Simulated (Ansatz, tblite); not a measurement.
# The cluster K2Se+: rung by rung

The task here is to estimate one member of a computed series from the others.

The runs use Ansatz 0.2.0, Gaussian basis; as each input shows.

Plan: GFN1-xTB, GFN2-xTB, PBE-D4/def2-TZVP, r2SCAN-D4/def2-TZVP, BHLYP-D4/def2-TZVP, LC-ωPBE/def2-TZVP, B2PLYP/def2-TZVP, HF/def2-TZVP, BLYP-D4/def2-TZVP, PBE-D4/def2-SVP, PBE0-D4/def2-SVP, HF/STO-3G, HF/6-31G, B3LYP-D4/6-31G, CCSD(T)/def2-TZVPP, MP2/def2-TZVP, RPA/def2-TZVP.

1 further run of the same task is left out (set aside as unsound or not needed). Runs told in other sessions of the task aren't counted.

## The structure

The doublet was relaxed beforehand with r2SCAN-D4/def2-TZVP. At that level it is the lowest of the isomers that a small search found.

3 atoms, charge 1, spin multiplicity 2.

Bond lengths: K1–Se3 3.094 Å, K2–Se3 3.094 Å. Angles: K1–Se3–K2 179.5°.

The ion is computed in the gas phase, without counter-ions or solvent.

PBE0-D4/def2-TZVP was run before; its log isn't repeated, and its numbers join the tables.

Set-up of the first run:

Tight binding, by tblite at 300 K electronic temperature and without a spin-polarisation term:

```python
tblite.interface.Calculator('GFN1-xTB', numbers, positions, charge=1, uhf=1).singlepoint()
```

Tight binding, by tblite at 300 K electronic temperature and without a spin-polarisation term:

```python
tblite.interface.Calculator('GFN2-xTB', numbers, positions, charge=1, uhf=1).singlepoint()
```

start.molden holds the orbitals of an earlier run on this state, given as this run's starting guess.

Input file in.yaml:

```yaml
crystal:
  periodic: [false, false, false]
  atoms:
    - {symbol: K, position_ang: [-0.205405, 0.211223, -3.080261]}
    - {symbol: K, position_ang: [0.198319, -0.206700, 3.081032]}
    - {symbol: Se, position_ang: [0.007086, -0.004523, -0.000770]}
basis:
  gaussian: {orbitals: def2-TZVP, initial_orbitals: start.molden}
total_charge: 1
magnetization: {spin_polarized: true, initial_magnetization: 1}
hamiltonian: {xc: pbe, dispersion: d4}
scf: {omitted_lower_state_checks: [starts]}
output: {forces: true, orbitals: {seedname: orbitals}}
```

Started as:

```
$ ansatz run in.yaml --threads 4 --pin off --events-out ev --progress --plain --max-ram 3916MiB
```

Steps of the session up to this table: PBE-D4/def2-TZVP; r2SCAN-D4/def2-TZVP; BHLYP-D4/def2-TZVP; LC-ωPBE/def2-TZVP; B2PLYP/def2-TZVP; HF/def2-TZVP; BLYP-D4/def2-TZVP; PBE-D4/def2-SVP; PBE0-D4/def2-SVP; HF/STO-3G; HF/6-31G; B3LYP-D4/6-31G; CCSD(T)/def2-TZVPP; MP2/def2-TZVP; RPA/def2-TZVP.

One table of the session follows, with a row left open; its other results are not shown here.

```
              level  HOMO (eV)  LUMO (eV)  gap (eV)
          HF/STO-3G      -7.69       0.53      8.22
           HF/6-31G     -10.56      -2.57      7.99
       HF/def2-TZVP     -10.75      -2.56      8.19
    PBE-D4/def2-SVP      -7.26      -7.15      0.11
   PBE-D4/def2-TZVP      -7.49      -7.27      0.22
  BLYP-D4/def2-TZVP      -7.36      -7.29      0.07
r2SCAN-D4/def2-TZVP      -7.64      -6.83      0.81
     B3LYP-D4/6-31G      -8.17      -6.53      1.64
   PBE0-D4/def2-SVP      -8.29      -5.98      2.32
  PBE0-D4/def2-TZVP      -8.50      -6.10      2.40
 BHLYP-D4/def2-TZVP          ?          ?         ?
  LC-ωPBE/def2-TZVP     -11.04      -3.52      7.52
```

Q: Estimate the row for BHLYP-D4/def2-TZVP from the others.

The run gave: HOMO (eV): -9.40; LUMO (eV): -5.06; gap (eV): 4.34. In the column «HOMO (eV)» it lies between HF/6-31G (-10.56) and PBE0-D4/def2-TZVP (-8.50).
